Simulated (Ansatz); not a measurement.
Two shapes of doublet H2O(+).

Shape 1:

```xyz
3

O    -0.0126   -0.1014   -0.0623
H    -0.4262    0.1437    0.7718
H     0.5272    0.6673   -0.2733
```

Shape 2:

```xyz
3

O    -0.0880    0.0164   -0.0947
H     0.1809   -0.7541    0.4754
H     0.3450    0.7948    0.3503
```

Basis set: def2-SVP (spherical functions). Left uncorrelated: 1 orbital. Charge 1, multiplicity 2.

Computed with Ansatz (development build ahead of 0.2.0); each method stands on the lowest determinant of its kind that the runs found.

(1) Which shape is lower in energy, and by how much in each method?

Answers

(1)

```tsv
method	E(2) − E(1) (eV)
UHF	-0.031
UHF-MP2	-0.081
```

Shape 2 is lower.
